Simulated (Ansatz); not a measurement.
Input for Ansatz (development build ahead of 0.2.0):

```yaml
crystal:
  periodic: [false, false, false]
  atoms:
    - { symbol: C, position_ang: [0.0, -0.04063, -0.53526] }
    - { symbol: "N", position_ang: [0.0, -0.06517, 0.62753] }
    - { symbol: H, position_ang: [0.0, 0.81321, 0.97361] }
    - { symbol: H, position_ang: [0.0, -0.91569, -1.04822] }
    - { symbol: H, position_ang: [0.0, 0.80243, -1.10655] }
basis:
  gaussian: { orbitals: def2-TZVP }
hamiltonian:
  xc: hf
```

The input is written out in the form of the current development build from the run's settings.

Results

- Converged: yes
- Total energy: -94.04679 hartree
- Spin squared of the determinant: 0.000

Caution: no unrestricted run beside it, a lower state can exist.
